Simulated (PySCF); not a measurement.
**CClF2 (SMILES F[C](F)Cl) at 4 levels**

Wanted: a comparison of 4 runs (U-wB97X-V/STO-6G, UB2PLYP/STO-6G, UM06-2X/STO-6G, NEVPT2(3,3)/STO-6G) of CClF2. Input form: a Python script.

The results are computed with PySCF 2.14.0.

1 further run of the same task is left out (it didn't finish).

## Step 1: The system as given

CClF2 has 4 atoms, charge 0, and is taken as a doublet. SMILES: `F[C](F)Cl`. The C2–F3 distance was set to 2.892 Å, away from the relaxed value. At this shape a bond of the SMILES string is far longer than usual.

Bond lengths: F1–C2 1.315 Å, C2–Cl4 1.719 Å. Angles: F1–C2–Cl4 114.1°.

## Step 2: A single-point energy at U-wB97X-V/STO-6G (run 1)

Contents of job.py:

```python
from pyscf import gto, dft

system = gto.M(
    atom=[
    ('F', (-0.938120, 1.333900, 1.744600)),
    ('C', (-1.194920, 0.974400, 0.506400)),
    ('F', (0.573000, -1.160700, -0.318600)),
    ('Cl', (-1.277320, 2.285800, -0.602700)),
],
    charge=0,
    max_memory=1860,
    spin=1,
    verbose=3,
    basis='sto-6g',
)

myscf = dft.UKS(system, xc='wb97x-v')
myscf.nlcgrids.level = 1
myscf.conv_tol = 1e-10
myscf.grids.level = 5
myscf.kernel()
if not myscf.converged:
    myscf = myscf.newton().run(myscf.mo_coeff, myscf.mo_occ)

e_tot = myscf.e_tot
print(f'total energy: {e_tot:.8f} hartree')
```

Launch:

```bash
$ OMP_NUM_THREADS=1 python job.py
```

Log:

```text
WARN: HOMO -0.00126521739574981 >= LUMO -0.000941591802278885

SCF not converged.
SCF energy = -694.95442187191 after 50 cycles  <S^2> = 0.77322228  2S+1 = 2.023089

WARN: NLC contribution in gen_response is NOT included

WARN: NLC contribution in gen_response is NOT included

converged SCF energy = -694.954423512534  <S^2> = 0.77299193  2S+1 = 2.0228613
total energy: -694.95442351 hartree
```

Wall time 2.3 min (1 thread of Arm Neoverse V1, shared host); peak memory 0.4 GiB.

## Step 3: A single-point energy at UB2PLYP/STO-6G (run 2)

Contents of input.py:

```python
from pyscf import gto, dft, mp

mol = gto.M(
    atom=[
    ('F', (-0.938120, 1.333900, 1.744600)),
    ('C', (-1.194920, 0.974400, 0.506400)),
    ('F', (0.573000, -1.160700, -0.318600)),
    ('Cl', (-1.277320, 2.285800, -0.602700)),
],
    basis='sto-6g',
    charge=0,
    spin=1,
    verbose=4,
    max_memory=1860,
)

calc0 = dft.UKS(mol, xc='0.53*HF + 0.47*B88, 0.73*LYP')
calc0.conv_tol = 1e-10
calc0.grids.level = 5
calc0.kernel()
if not calc0.converged:
    calc0 = calc0.newton().run(calc0.mo_coeff, calc0.mo_occ)

pt = mp.MP2(calc0, frozen=8).run()
e_tot = calc0.e_tot + 0.27 * pt.e_corr
print('PT2 part  %.8f' % (0.27 * pt.e_corr))
print('E(%s) = %.9f' % ('B2PLYP', e_tot))
```

Launch:

```bash
$ OMP_NUM_THREADS=1 python input.py
```

Log:

```text
PySCF version 2.14.0

[... 55 lines left out ...]
WARN: HOMO -0.252049133532997 >= LUMO -0.252049133532998
[... 83 lines left out ...]
converged SCF energy = -694.590408316875  <S^2> = 0.75055968  2S+1 = 2.0005596
[... 1 line left out ...]
******** <class 'pyscf.mp.ump2.UMP2'> ********
nocc = (np.int64(13), np.int64(12)), nmo = (16, 16)
frozen orbitals 8
E(UMP2) = -694.713939616392  E_corr = -0.12353129951738
E(SCS-UMP2) = -694.714973003651  E_corr = -0.124564686776581
E_corr(same-spin) = -0.0273148530510874
E_corr(oppo-spin) = -0.096216446466293
PT2 part  -0.03335345
E(B2PLYP) = -694.623761768
```

Run time: 23 s. Hardware: 1 thread of Arm Neoverse V1, shared host; peak memory 0.23 GiB.

Run 3 isn't shown in full; the table further down has it.

## Step 4: The energy at NEVPT2(3,3)/STO-6G (run 4)

Contents of input.py:

```python
import numpy
from pyscf import gto, scf, mp, mcscf, mrpt

molecule = gto.Mole()
molecule.atom = [
    ('F', (-0.938120, 1.333900, 1.744600)),
    ('C', (-1.194920, 0.974400, 0.506400)),
    ('F', (0.573000, -1.160700, -0.318600)),
    ('Cl', (-1.277320, 2.285800, -0.602700)),
]
molecule.spin = 1
molecule.verbose = 4
molecule.basis = 'sto-6g'
molecule.max_memory = 1860
molecule.charge = 0
molecule.build()

hf = scf.ROHF(molecule)
hf.conv_tol = 1e-10
hf.kernel()
if not hf.converged:
    hf = hf.newton().run(hf.mo_coeff, hf.mo_occ)

pt = mp.MP2(scf.addons.convert_to_uhf(hf)).run()
noons, natorbs = mcscf.addons.make_natural_orbitals(pt)
print('natural occupations', numpy.round(noons[:40], 4))
cas = mcscf.CASSCF(hf, 3, 3)
cas.fix_spin_(ss=0.75)
cas.natorb = True
cas.kernel(natorbs)
e_pt2 = mrpt.NEVPT(cas).kernel()
etot = cas.e_tot + e_pt2
print(f'total energy: {etot:.8f} hartree')
```

Launch:

```bash
$ OMP_NUM_THREADS=1 python input.py
```

Log:

```text
PySCF version 2.14.0

[... 51 lines left out ...]
WARN: HOMO 0.0600781610685772 >= LUMO 0.0210370265762659
[... 31 lines left out ...]
SCF not converged.
[... 42 lines left out ...]
converged SCF energy = -693.52534565283
[... 76 lines left out ...]
1-step CASSCF converged in  14 macro (236 JK  50 micro) steps
[... 12 lines left out ...]
CASSCF energy = -693.540758093355
[... 2 lines left out ...]
******** <class 'pyscf.mrpt.nevpt2.NEVPT'> ********
NEVPT2 (2e+1e, 3o), ncore = 19, nvir = 2
root = 0
Natural occ [1.93686049 1.00000001 0.06313951]
Natural orbital (expansion on meta-Lowdin AOs) in CAS space
               #1        #2        #3
0 F 1s          -0.00057  -0.00000  -0.00001
0 F 2s           0.06254   0.00029   0.00131
0 F 2px         -0.03334  -0.00035  -0.30749
[... 20 lines of this table left out ...]
3 Cl 3pz        -0.03227  -0.00061   0.04175
<CAS-nat-orb|mo-hf>  20     20      -0.84892774
<CAS-nat-orb|mo-hf>  21     21      -0.99999597
<CAS-nat-orb|mo-hf>  22     22       0.99993044
Sr    (-1)',   E = -0.00000000861630
Si    (+1)',   E = -0.00000602416160
Sijrs (0)  ,   E = -0.03002291575090
Sijr  (+1) ,   E = -0.02599536007657
Srsi  (-1) ,   E = -0.00151612169536
Srs   (-2) ,   E = -0.00260507859287
Sij   (+2) ,   E = -0.00420587549871
Sir   (0)' ,   E = -0.00215969993763
Nevpt2 Energy = -0.066511084329941
total energy: -693.60726918 hartree
```

Wall time 2.2 s (1 thread of Arm Neoverse V1, shared host); peak memory 0.12 GiB.

## Step 5: All runs side by side

| run | level | nlc grid | frozen core orbitals | energy (Eh) | dipole moment (D) of the reference | HOMO energy (eV) | LUMO energy (eV) | wall time |
| --- | --- | --- | --- | --- | --- | --- | --- | --- |
| 1 | U-wB97X-V/STO-6G | 1 | – | -694.954424 | 1.57 | -7.41 | 2.48 | 2.3 min |
| 2 | UB2PLYP/STO-6G | – | 8 | -694.623762 | 1.37 | -6.50 | 1.69 | 23 s |
| 3 | UM06-2X/STO-6G | – | – | -694.961827 | 1.49 | -6.40 | 1.01 | 79 s |
| 4 | NEVPT2(3,3)/STO-6G | – | – | -693.607269 | 1.19 | – | – | 2.2 s |

## Step 6: Results

| quantity | value |
| --- | --- |
| run 4: total energy | -693.60727 Eh |
| run 4: dipole moment (Hartree–Fock density) | 1.19 D |

**Reading.** Over runs 1, 2, 3 the dipole moment (its size) runs from 1.37 D (UB2PLYP/STO-6G) to 1.57 D (U-wB97X-V/STO-6G). A double hybrid's value is that of its SCF part. Totals of different functionals can't be ranked against each other. In runs 1, 2, 3, 4 the basis is minimal, so the values are rough. All runs together took 4.1 min, the longest 2.3 min.
